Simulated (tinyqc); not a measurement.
UHF in the sto-3g basis, for H2F+, spin multiplicity 1, step by step (part 1 of 3). Computed by tinyqc, a small Python program that keeps every step (integrals from PySCF). Settings: charge = 1, multiplicity = 1, basis = sto-3g, energy threshold = 1e-09, iteration cap = 50, orthogonalisation = canonical, start = core, DIIS depth = 0, damping = 0.3, method = UHF, break = 0.7. Command: `OMP_NUM_THREADS=1 python tinyqc.py 29087 29088 out.jsonl` (the two numbers bound the seeds that draw the settings). One thread of a shared host (Intel(R) Xeon(R) Processor @ 2.60GHz), about 0.1 s of CPU time with the checks. Later iterations appear only in the table of the cycle.

## One-electron integrals

Geometry (angstrom):
```
atom         x          y         z
F     0.000000   0.000000  0.000000
H     0.000000   0.968000  0.810000
H     0.000000  -0.968000  0.810000
```

Basis sto-3g: exponents (1/bohr^2) and contraction coefficients of normalised primitives:
```
element  l (shell)    exponent  coefficient
F            s (1)  166.679130     0.154329
F            s (1)   30.360812     0.535328
F            s (1)    8.216821     0.444635
F            s (2)    6.464803    -0.099967
F            s (2)    1.502281     0.399513
F            s (2)    0.488588     0.700115
F            p (3)    6.464803     0.155916
F            p (3)    1.502281     0.607684
F            p (3)    0.488588     0.391957
H            s (1)    3.425251     0.154329
H            s (1)    0.623914     0.535328
H            s (1)    0.168855     0.444635
```

Overlap, kinetic and nuclear-attraction integrals over the contracted functions; the nuclear repulsion is the sum of Za Zb / Rab.

nuclear repulsion = 7.81989219 hartree

overlap S, order 1F 1s, 1F 2s, 1F 2px, 1F 2py, 1F 2pz, 2H 1s, 3H 1s:
$$\begin{pmatrix}
1.000000 & 0.237990 & 0.000000 & 0.000000 & 0.000000 & 0.021778 & 0.021778 \\
0.237990 & 1.000000 & 0.000000 & 0.000000 & 0.000000 & 0.253936 & 0.253936 \\
0.000000 & 0.000000 & 1.000000 & 0.000000 & 0.000000 & 0.000000 & 0.000000 \\
0.000000 & 0.000000 & 0.000000 & 1.000000 & 0.000000 & 0.172189 & -0.172189 \\
0.000000 & 0.000000 & 0.000000 & 0.000000 & 1.000000 & 0.144084 & 0.144084 \\
0.021778 & 0.253936 & 0.000000 & 0.172189 & 0.144084 & 1.000000 & 0.132300 \\
0.021778 & 0.253936 & 0.000000 & -0.172189 & 0.144084 & 0.132300 & 1.000000
\end{pmatrix}$$

kinetic energy T (hartree), order 1F 1s, 1F 2s, 1F 2px, 1F 2py, 1F 2pz, 2H 1s, 3H 1s:
$$\begin{pmatrix}
36.984577 & -0.212858 & 0.000000 & 0.000000 & 0.000000 & -0.007013 & -0.007013 \\
-0.212858 & 1.037995 & 0.000000 & 0.000000 & 0.000000 & 0.011178 & 0.011178 \\
0.000000 & 0.000000 & 3.248015 & 0.000000 & 0.000000 & 0.000000 & 0.000000 \\
0.000000 & 0.000000 & 0.000000 & 3.248015 & 0.000000 & 0.059703 & -0.059703 \\
0.000000 & 0.000000 & 0.000000 & 0.000000 & 3.248015 & 0.049958 & 0.049958 \\
-0.007013 & 0.011178 & 0.000000 & 0.059703 & 0.049958 & 0.760032 & -0.009206 \\
-0.007013 & 0.011178 & 0.000000 & -0.059703 & 0.049958 & -0.009206 & 0.760032
\end{pmatrix}$$

nuclear attraction V (hartree), order 1F 1s, 1F 2s, 1F 2px, 1F 2py, 1F 2pz, 2H 1s, 3H 1s:
$$\begin{pmatrix}
-77.848086 & -9.376365 & 0.000000 & 0.000000 & -0.010200 & -0.878114 & -0.878114 \\
-9.376365 & -12.379350 & 0.000000 & 0.000000 & -0.127138 & -2.241463 & -2.241463 \\
0.000000 & 0.000000 & -12.253239 & 0.000000 & 0.000000 & 0.000000 & 0.000000 \\
0.000000 & 0.000000 & 0.000000 & -12.312380 & 0.000000 & -1.287850 & 1.287850 \\
-0.010200 & -0.127138 & 0.000000 & 0.000000 & -12.294649 & -1.105066 & -1.105066 \\
-0.878114 & -2.241463 & 0.000000 & -1.287850 & -1.105066 & -5.232079 & -0.771791 \\
-0.878114 & -2.241463 & 0.000000 & 1.287850 & -1.105066 & -0.771791 & -5.232079
\end{pmatrix}$$

core Hamiltonian H = T + V (hartree), order 1F 1s, 1F 2s, 1F 2px, 1F 2py, 1F 2pz, 2H 1s, 3H 1s:
$$\begin{pmatrix}
-40.863509 & -9.589222 & 0.000000 & 0.000000 & -0.010200 & -0.885127 & -0.885127 \\
-9.589222 & -11.341355 & 0.000000 & 0.000000 & -0.127138 & -2.230285 & -2.230285 \\
0.000000 & 0.000000 & -9.005224 & 0.000000 & 0.000000 & 0.000000 & 0.000000 \\
0.000000 & 0.000000 & 0.000000 & -9.064365 & 0.000000 & -1.228147 & 1.228147 \\
-0.010200 & -0.127138 & 0.000000 & 0.000000 & -9.046635 & -1.055109 & -1.055109 \\
-0.885127 & -2.230285 & 0.000000 & -1.228147 & -1.055109 & -4.472047 & -0.780997 \\
-0.885127 & -2.230285 & 0.000000 & 1.228147 & -1.055109 & -0.780997 & -4.472047
\end{pmatrix}$$

## Two-electron integrals

Functions are numbered as in S; the eight-fold symmetry (ij|kl) = (ji|kl) = (kl|ij) leaves the list below.

Two-electron integrals (ij|kl) in chemists' order, unique and non-zero (hartree):
```
(11|11) 5.403501    (21|11) 0.841920    (21|21) 0.156299    (22|11) 1.268028
(22|21) 0.292344    (22|22) 0.926167    (31|31) 0.027998    (32|31) 0.043169
(32|32) 0.204588    (33|11) 1.264502    (33|21) 0.292403    (33|22) 0.925959
(33|33) 0.997514    (41|41) 0.027998    (42|41) 0.043169    (42|42) 0.204588
(43|43) 0.053770    (44|11) 1.264502    (44|21) 0.292403    (44|22) 0.925959
(44|33) 0.889973    (44|44) 0.997514    (51|51) 0.027998    (52|51) 0.043169
(52|52) 0.204588    (53|53) 0.053770    (54|54) 0.053770    (55|11) 1.264502
(55|21) 0.292403    (55|22) 0.925959    (55|33) 0.889973    (55|44) 0.889973
(55|55) 0.997514    (61|11) 0.077935    (61|21) 0.014358    (61|22) 0.026729
(61|33) 0.026690    (61|41) 0.000433    (61|42) 0.000819    (61|44) 0.026762
(61|51) 0.000362    (61|52) 0.000685    (61|54) 0.000060    (61|55) 0.026741
(61|61) 0.001332    (62|11) 0.218572    (62|21) 0.051160    (62|22) 0.183475
(62|33) 0.180710    (62|41) 0.002646    (62|42) 0.021637    (62|44) 0.185481
(62|51) 0.002214    (62|52) 0.018105    (62|54) 0.003992    (62|55) 0.184050
(62|61) 0.004773    (62|62) 0.046670    (63|31) 0.005095    (63|32) 0.031190
(63|43) 0.004425    (63|53) 0.003703    (63|63) 0.006603    (64|11) 0.120876
(64|21) 0.028635    (64|22) 0.110015    (64|33) 0.105491    (64|41) 0.006377
(64|42) 0.043313    (64|44) 0.117044    (64|51) 0.001073    (64|52) 0.010144
(64|54) 0.005965    (64|55) 0.107384    (64|61) 0.002769    (64|62) 0.034454
(64|64) 0.031900    (65|11) 0.101146    (65|21) 0.023961    (65|22) 0.092058
(65|33) 0.088272    (65|41) 0.001073    (65|42) 0.010144    (65|44) 0.090534
(65|51) 0.005992    (65|52) 0.039678    (65|54) 0.006318    (65|55) 0.097262
(65|61) 0.002317    (65|62) 0.028831    (65|64) 0.021168    (65|65) 0.024316
(66|11) 0.414562    (66|21) 0.098579    (66|22) 0.408845    (66|33) 0.396630
(66|41) 0.005656    (66|42) 0.066363    (66|44) 0.417985    (66|51) 0.004732
(66|52) 0.055531    (66|54) 0.017869    (66|55) 0.411583    (66|61) 0.009228
(66|62) 0.140679    (66|64) 0.121467    (66|65) 0.101641    (66|66) 0.774606
(71|11) 0.077935    (71|21) 0.014358    (71|22) 0.026729    (71|33) 0.026690
(71|41) -0.000433   (71|42) -0.000819   (71|44) 0.026762    (71|51) 0.000362
(71|52) 0.000685    (71|54) -0.000060   (71|55) 0.026741    (71|61) 0.001317
(71|62) 0.004662    (71|64) 0.002511    (71|65) 0.002265    (71|66) 0.008982
(71|71) 0.001332    (72|11) 0.218572    (72|21) 0.051160    (72|22) 0.183475
(72|33) 0.180710    (72|41) -0.002646   (72|42) -0.021637   (72|44) 0.185481
(72|51) 0.002214    (72|52) 0.018105    (72|54) -0.003992   (72|55) 0.184050
(72|61) 0.004662    (72|62) 0.038027    (72|64) 0.019445    (72|65) 0.022795
(72|66) 0.093006    (72|71) 0.004773    (72|72) 0.046670    (73|31) 0.005095
(73|32) 0.031190    (73|43) -0.004425   (73|53) 0.003703    (73|63) 0.005201
(73|73) 0.006603    (74|11) -0.120876   (74|21) -0.028635   (74|22) -0.110015
(74|33) -0.105491   (74|41) 0.006377    (74|42) 0.043313    (74|44) -0.117044
(74|51) -0.001073   (74|52) -0.010144   (74|54) 0.005965    (74|55) -0.107384
(74|61) -0.002511   (74|62) -0.019445   (74|64) -0.005005   (74|65) -0.011470
(74|66) -0.044784   (74|71) -0.002769   (74|72) -0.034454   (74|74) 0.031900
(75|11) 0.101146    (75|21) 0.023961    (75|22) 0.092058    (75|33) 0.088272
(75|41) -0.001073   (75|42) -0.010144   (75|44) 0.090534    (75|51) 0.005992
(75|52) 0.039678    (75|54) -0.006318   (75|55) 0.097262    (75|61) 0.002265
(75|62) 0.022795    (75|64) 0.011470    (75|65) 0.018720    (75|66) 0.061408
(75|71) 0.002317    (75|72) 0.028831    (75|74) -0.021168   (75|75) 0.024316
(76|11) 0.069179    (76|21) 0.016386    (76|22) 0.065412    (76|33) 0.064035
(76|44) 0.065025    (76|51) 0.001042    (76|52) 0.010862    (76|55) 0.067110
(76|61) 0.001517    (76|62) 0.017565    (76|64) 0.011476    (76|65) 0.012468
(76|66) 0.063022    (76|71) 0.001517    (76|72) 0.017565    (76|74) -0.011476
(76|75) 0.012468    (76|76) 0.009121    (77|11) 0.414562    (77|21) 0.098579
(77|22) 0.408845    (77|33) 0.396630    (77|41) -0.005656   (77|42) -0.066363
(77|44) 0.417985    (77|51) 0.004732    (77|52) 0.055531    (77|54) -0.017869
(77|55) 0.411583    (77|61) 0.008982    (77|62) 0.093006    (77|64) 0.044784
(77|65) 0.061408    (77|66) 0.272166    (77|71) 0.009228    (77|72) 0.140679
(77|74) -0.121467   (77|75) 0.101641    (77|76) 0.063022    (77|77) 0.774606
```

## Orthogonalisation

S = U s U^T; canonical form X = U s^(-1/2), so that X^T S X = 1. Each column of U has its largest component positive (the first on a tie).

eigenvalues of S: [0.593157, 0.681513, 0.897998, 1.000000, 1.105868, 1.186187, 1.535276]

X, order 1F 1s, 1F 2s, 1F 2px, 1F 2py, 1F 2pz, 2H 1s, 3H 1s:
$$\begin{pmatrix}
-0.477060 & 0.000000 & 0.642125 & 0.000000 & 0.602068 & 0.000000 & 0.247280 \\
0.907693 & 0.000000 & -0.228545 & 0.000000 & 0.307719 & 0.000000 & 0.484017 \\
0.000000 & 0.000000 & 0.000000 & 1.000000 & 0.000000 & 0.000000 & 0.000000 \\
0.000000 & 0.735753 & 0.000000 & 0.000000 & 0.000000 & 0.729397 & 0.000000 \\
0.356684 & 0.000000 & 0.720404 & 0.000000 & -0.593343 & 0.000000 & 0.212250 \\
-0.503576 & -0.680437 & -0.254999 & 0.000000 & -0.217984 & 0.394346 & 0.394258 \\
-0.503576 & 0.680437 & -0.254999 & 0.000000 & -0.217984 & -0.394346 & 0.394258
\end{pmatrix}$$

## Starting guess

The start is the orbitals of the core Hamiltonian, with HOMO and LUMO mixed by +/-0.7 rad for the two spins; D(s) = C_occ C_occ^T for each spin.

D(alpha) at the start, order 1F 1s, 1F 2s, 1F 2px, 1F 2py, 1F 2pz, 2H 1s, 3H 1s:
$$\begin{pmatrix}
1.062936 & -0.269744 & 0.015866 & 0.000000 & -0.009951 & 0.029261 & 0.029261 \\
-0.269744 & 1.162589 & -0.132830 & 0.000000 & 0.059449 & -0.162173 & -0.162173 \\
0.015866 & -0.132830 & 0.584984 & 0.000000 & -0.061913 & 0.352719 & 0.352719 \\
0.000000 & 0.000000 & 0.000000 & 1.046486 & 0.000000 & -0.084812 & 0.084812 \\
-0.009951 & 0.059449 & -0.061913 & 0.000000 & 1.034075 & -0.097680 & -0.097680 \\
0.029261 & -0.162173 & 0.352719 & -0.084812 & -0.097680 & 0.228671 & 0.214924 \\
0.029261 & -0.162173 & 0.352719 & 0.084812 & -0.097680 & 0.214924 & 0.228671
\end{pmatrix}$$

D(beta) at the start, order 1F 1s, 1F 2s, 1F 2px, 1F 2py, 1F 2pz, 2H 1s, 3H 1s:
$$\begin{pmatrix}
1.062936 & -0.269744 & -0.015866 & 0.000000 & -0.009951 & 0.029261 & 0.029261 \\
-0.269744 & 1.162589 & 0.132830 & 0.000000 & 0.059449 & -0.162173 & -0.162173 \\
-0.015866 & 0.132830 & 0.584984 & 0.000000 & 0.061913 & -0.352719 & -0.352719 \\
0.000000 & 0.000000 & 0.000000 & 1.046486 & 0.000000 & -0.084812 & 0.084812 \\
-0.009951 & 0.059449 & 0.061913 & 0.000000 & 1.034075 & -0.097680 & -0.097680 \\
0.029261 & -0.162173 & -0.352719 & -0.084812 & -0.097680 & 0.228671 & 0.214924 \\
0.029261 & -0.162173 & -0.352719 & 0.084812 & -0.097680 & 0.214924 & 0.228671
\end{pmatrix}$$

## Iteration 1: building the Fock matrix

J_ij = sum D_kl (ij|kl) with D = D(alpha) + D(beta), K_ij = sum D_kl (ik|jl) for each spin; F = H + J - K(s); E = tr D H + tr D J / 2 - 0.5 sum_s tr D(s) K(s) + E_nn.

Coulomb J (hartree), order 1F 1s, 1F 2s, 1F 2px, 1F 2py, 1F 2pz, 2H 1s, 3H 1s:
$$\begin{pmatrix}
20.280599 & 3.862841 & 0.000000 & 0.000000 & 0.006177 & 0.355270 & 0.355270 \\
3.862841 & 9.521944 & 0.000000 & 0.000000 & 0.045845 & 1.850240 & 1.850240 \\
0.000000 & 0.000000 & 9.445124 & 0.000000 & 0.000000 & 0.000000 & 0.000000 \\
0.000000 & 0.000000 & 0.000000 & 9.548990 & 0.000000 & 1.101003 & -1.101003 \\
0.006177 & 0.045845 & 0.000000 & 0.000000 & 9.545405 & 0.930781 & 0.930781 \\
0.355270 & 1.850240 & 0.000000 & 1.101003 & 0.930781 & 4.192034 & 0.659352 \\
0.355270 & 1.850240 & 0.000000 & -1.101003 & 0.930781 & 0.659352 & 4.192034
\end{pmatrix}$$

exchange K(alpha) (hartree), order 1F 1s, 1F 2s, 1F 2px, 1F 2py, 1F 2pz, 2H 1s, 3H 1s:
$$\begin{pmatrix}
5.546408 & 0.957049 & -0.001645 & 0.000000 & 0.000481 & 0.093140 & 0.093140 \\
0.957049 & 1.540754 & 0.004636 & 0.000000 & 0.006549 & 0.272978 & 0.272978 \\
-0.001645 & 0.004636 & 0.922394 & 0.000000 & 0.006453 & 0.133312 & 0.133312 \\
0.000000 & 0.000000 & 0.000000 & 1.318314 & 0.000000 & 0.126328 & -0.126328 \\
0.000481 & 0.006549 & 0.006453 & 0.000000 & 1.317535 & 0.112445 & 0.112445 \\
0.093140 & 0.272978 & 0.133312 & 0.126328 & 0.112445 & 0.233528 & 0.108170 \\
0.093140 & 0.272978 & 0.133312 & -0.126328 & 0.112445 & 0.108170 & 0.233528
\end{pmatrix}$$

exchange K(beta) (hartree), order 1F 1s, 1F 2s, 1F 2px, 1F 2py, 1F 2pz, 2H 1s, 3H 1s:
$$\begin{pmatrix}
5.546408 & 0.957049 & 0.001645 & 0.000000 & 0.000481 & 0.093140 & 0.093140 \\
0.957049 & 1.540754 & -0.004636 & 0.000000 & 0.006549 & 0.272978 & 0.272978 \\
0.001645 & -0.004636 & 0.922394 & 0.000000 & -0.006453 & -0.133312 & -0.133312 \\
0.000000 & 0.000000 & 0.000000 & 1.318314 & 0.000000 & 0.126328 & -0.126328 \\
0.000481 & 0.006549 & -0.006453 & 0.000000 & 1.317535 & 0.112445 & 0.112445 \\
0.093140 & 0.272978 & -0.133312 & 0.126328 & 0.112445 & 0.233528 & 0.108170 \\
0.093140 & 0.272978 & -0.133312 & -0.126328 & 0.112445 & 0.108170 & 0.233528
\end{pmatrix}$$

F(alpha) (hartree), order 1F 1s, 1F 2s, 1F 2px, 1F 2py, 1F 2pz, 2H 1s, 3H 1s:
$$\begin{pmatrix}
-26.129318 & -6.683430 & 0.001645 & 0.000000 & -0.004504 & -0.622997 & -0.622997 \\
-6.683430 & -3.360165 & -0.004636 & 0.000000 & -0.087842 & -0.653023 & -0.653023 \\
0.001645 & -0.004636 & -0.482494 & 0.000000 & -0.006453 & -0.133312 & -0.133312 \\
0.000000 & 0.000000 & 0.000000 & -0.833689 & 0.000000 & -0.253472 & 0.253472 \\
-0.004504 & -0.087842 & -0.006453 & 0.000000 & -0.818764 & -0.236773 & -0.236773 \\
-0.622997 & -0.653023 & -0.133312 & -0.253472 & -0.236773 & -0.513541 & -0.229815 \\
-0.622997 & -0.653023 & -0.133312 & 0.253472 & -0.236773 & -0.229815 & -0.513541
\end{pmatrix}$$

F(beta) (hartree), order 1F 1s, 1F 2s, 1F 2px, 1F 2py, 1F 2pz, 2H 1s, 3H 1s:
$$\begin{pmatrix}
-26.129318 & -6.683430 & -0.001645 & 0.000000 & -0.004504 & -0.622997 & -0.622997 \\
-6.683430 & -3.360165 & 0.004636 & 0.000000 & -0.087842 & -0.653023 & -0.653023 \\
-0.001645 & 0.004636 & -0.482494 & 0.000000 & 0.006453 & 0.133312 & 0.133312 \\
0.000000 & 0.000000 & 0.000000 & -0.833689 & 0.000000 & -0.253472 & 0.253472 \\
-0.004504 & -0.087842 & 0.006453 & 0.000000 & -0.818764 & -0.236773 & -0.236773 \\
-0.622997 & -0.653023 & 0.133312 & -0.253472 & -0.236773 & -0.513541 & -0.229815 \\
-0.622997 & -0.653023 & 0.133312 & 0.253472 & -0.236773 & -0.229815 & -0.513541
\end{pmatrix}$$

total energy of this density = -98.03668371 hartree

This density is the starting one.

## Iteration 1: diagonalisation and new density

Diagonalise F' = X^T F X, C = X C', fill 5 alpha and 5 beta electrons from the bottom; D(s) = C_occ C_occ^T; the new density keeps 0.3 of the old one (damping). Each column has its largest component positive (the first on a tie).

F' = X^T F X (alpha) (hartree):
$$\begin{pmatrix}
-2.698069 & 0.000000 & 4.244276 & 0.126971 & 4.544897 & 0.000000 & 2.074904 \\
0.000000 & -0.206443 & 0.000000 & 0.000000 & 0.000000 & -0.190625 & 0.000000 \\
4.244276 & 0.000000 & -9.054658 & 0.065456 & -9.624771 & 0.000000 & -5.547106 \\
0.126971 & 0.000000 & 0.065456 & -0.482494 & 0.061512 & 0.000000 & -0.108325 \\
4.544897 & 0.000000 & -9.624771 & 0.061512 & -12.209957 & 0.000000 & -6.712882 \\
0.000000 & -0.190625 & 0.000000 & 0.000000 & 0.000000 & -0.823412 & 0.000000 \\
2.074904 & 0.000000 & -5.547106 & -0.108325 & -6.712882 & 0.000000 & -5.091954
\end{pmatrix}$$

orbital energies (alpha) (hartree): MO1 -26.139096, MO2 -1.762561, MO3 -0.877558, MO4 -0.853640, MO5 -0.588389, MO6 -0.193445, MO7 -0.152298

coefficients C (alpha), order 1F 1s, 1F 2s, 1F 2px, 1F 2py, 1F 2pz, 2H 1s, 3H 1s:
$$\begin{pmatrix}
0.994766 & -0.258954 & 0.000000 & 0.049741 & 0.032109 & 0.058489 & 0.000000 \\
0.021658 & 0.999200 & 0.000000 & -0.235253 & -0.188560 & -0.339608 & 0.000000 \\
-0.000088 & 0.013409 & 0.000000 & 0.168615 & 0.826820 & -0.536430 & 0.000000 \\
0.000000 & 0.000000 & 0.902674 & 0.000000 & 0.000000 & 0.000000 & -0.508460 \\
0.001023 & 0.090281 & 0.000000 & 0.868127 & -0.402664 & -0.345508 & 0.000000 \\
-0.002765 & 0.043220 & 0.193422 & 0.218102 & 0.341612 & 0.596177 & 0.762294 \\
-0.002765 & 0.043220 & -0.193422 & 0.218102 & 0.341612 & 0.596177 & -0.762294
\end{pmatrix}$$

F' = X^T F X (beta) (hartree):
$$\begin{pmatrix}
-2.698069 & 0.000000 & 4.244276 & -0.126971 & 4.544897 & 0.000000 & 2.074904 \\
0.000000 & -0.206443 & 0.000000 & 0.000000 & 0.000000 & -0.190625 & 0.000000 \\
4.244276 & 0.000000 & -9.054658 & -0.065456 & -9.624771 & 0.000000 & -5.547106 \\
-0.126971 & 0.000000 & -0.065456 & -0.482494 & -0.061512 & 0.000000 & 0.108325 \\
4.544897 & 0.000000 & -9.624771 & -0.061512 & -12.209957 & 0.000000 & -6.712882 \\
0.000000 & -0.190625 & 0.000000 & 0.000000 & 0.000000 & -0.823412 & 0.000000 \\
2.074904 & 0.000000 & -5.547106 & 0.108325 & -6.712882 & 0.000000 & -5.091954
\end{pmatrix}$$

orbital energies (beta) (hartree): MO1 -26.139096, MO2 -1.762561, MO3 -0.877558, MO4 -0.853640, MO5 -0.588389, MO6 -0.193445, MO7 -0.152298

coefficients C (beta), order 1F 1s, 1F 2s, 1F 2px, 1F 2py, 1F 2pz, 2H 1s, 3H 1s:
$$\begin{pmatrix}
0.994766 & -0.258954 & 0.000000 & 0.049741 & -0.032109 & 0.058489 & 0.000000 \\
0.021658 & 0.999200 & 0.000000 & -0.235253 & 0.188560 & -0.339608 & 0.000000 \\
0.000088 & -0.013409 & 0.000000 & -0.168615 & 0.826820 & 0.536430 & 0.000000 \\
0.000000 & 0.000000 & 0.902674 & 0.000000 & 0.000000 & 0.000000 & -0.508460 \\
0.001023 & 0.090281 & 0.000000 & 0.868127 & 0.402664 & -0.345508 & 0.000000 \\
-0.002765 & 0.043220 & 0.193422 & 0.218102 & -0.341612 & 0.596177 & 0.762294 \\
-0.002765 & 0.043220 & -0.193422 & 0.218102 & -0.341612 & 0.596177 & -0.762294
\end{pmatrix}$$

D(alpha) after iteration 1, order 1F 1s, 1F 2s, 1F 2px, 1F 2py, 1F 2pz, 2H 1s, 3H 1s:
$$\begin{pmatrix}
1.060966 & -0.259394 & 0.026723 & 0.000000 & 0.002538 & 0.014291 & 0.014291 \\
-0.259394 & 1.111615 & -0.167372 & 0.000000 & -0.008816 & -0.099471 & -0.099471 \\
0.026723 & -0.167372 & 0.674065 & 0.000000 & -0.148313 & 0.329681 & 0.329681 \\
0.000000 & 0.000000 & 0.000000 & 0.884320 & 0.000000 & 0.096774 & -0.096774 \\
0.002538 & -0.008816 & -0.148313 & 0.000000 & 0.956977 & 0.009675 & 0.009675 \\
0.014291 & -0.099471 & 0.329681 & 0.096774 & 0.009675 & 0.211090 & 0.154589 \\
0.014291 & -0.099471 & 0.329681 & -0.096774 & 0.009675 & 0.154589 & 0.211090
\end{pmatrix}$$

D(beta) after iteration 1, order 1F 1s, 1F 2s, 1F 2px, 1F 2py, 1F 2pz, 2H 1s, 3H 1s:
$$\begin{pmatrix}
1.060966 & -0.259394 & -0.026723 & 0.000000 & 0.002538 & 0.014291 & 0.014291 \\
-0.259394 & 1.111615 & 0.167372 & 0.000000 & -0.008816 & -0.099471 & -0.099471 \\
-0.026723 & 0.167372 & 0.674065 & 0.000000 & 0.148313 & -0.329681 & -0.329681 \\
0.000000 & 0.000000 & 0.000000 & 0.884320 & 0.000000 & 0.096774 & -0.096774 \\
0.002538 & -0.008816 & 0.148313 & 0.000000 & 0.956977 & 0.009675 & 0.009675 \\
0.014291 & -0.099471 & -0.329681 & 0.096774 & 0.009675 & 0.211090 & 0.154589 \\
0.014291 & -0.099471 & -0.329681 & -0.096774 & 0.009675 & 0.154589 & 0.211090
\end{pmatrix}$$
